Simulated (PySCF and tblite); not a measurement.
C₅H₁₀O, numbered as in [CH3:1][CH2:2][CH2:3][C:4]([CH3:5])=[O:6].

Search: ETKDG and KDG, MMFF94s, GFN2-xTB, 90 starts; geometries at PBE0-D3(BJ)/def2-SVP. Energies: B3LYP-D3(BJ)/def2-TZVP (IEF-PCM, chloroform), with GFN2-xTB thermal terms (modes under about 100 cm⁻¹ blended into free rotors). Symmetry numbers and mirror images are counted. Conformers within 3 kcal/mol (GFN2-xTB free energy) were kept, 8 at most. GIAO shieldings: WP04/pcSseg-1 (IEF-PCM, chloroform). Shifts are against TMS (¹H), TMS (¹³C) at the same level. Codes: tblite and PySCF.

Torsions listed: C1–C2–C3–C4, C2–C3–C4–O6. Of a mirror pair one member is shown.

```
conformer       shape  weight %  dipole D
        1   -179°, 4°      44.4      3.49
        2  -70°, -11°      33.1      3.50
        3  178°, -82°      13.0      3.62
        4  61°, -125°       9.5      3.82
```

Question: How do the computed shifts compare with measured ones?

Answer: 
| nucleus | signal | leading conformer | average | measured | medium |
| --- | --- | --- | --- | --- | --- |
| ¹H | H1 | 0.92 | 0.90 | 0.93 | not stated per compound (mostly CDCl3 or CCl4) |
| ¹H | H2 | 1.32 | 1.39 | 1.6 | not stated per compound (mostly CDCl3 or CCl4) |
| ¹H | H3 | 2.26 | 2.25 | 2.4 | not stated per compound (mostly CDCl3 or CCl4) |
| ¹³C | C1 | 16.7 | 16.9 | 13.5 | not stated per compound (mostly CDCl3 or CCl4) |
| ¹³C | C2 | 22.1 | 23.0 | 17.5 | not stated per compound (mostly CDCl3 or CCl4) |
| ¹³C | C3 | 47.5 | 47.4 | 45.2 | not stated per compound (mostly CDCl3 or CCl4) |

Measured values: Pretsch, Buehlmann, Badertscher, Structure Determination of Organic Compounds, 4th ed. (2009). Mean difference for ¹H: -0.13 ppm, scatter 0.07 ppm. Mean difference for ¹³C: 3.70 ppm, scatter 1.36 ppm. The computed shifts are unscaled and lack vibrational corrections.
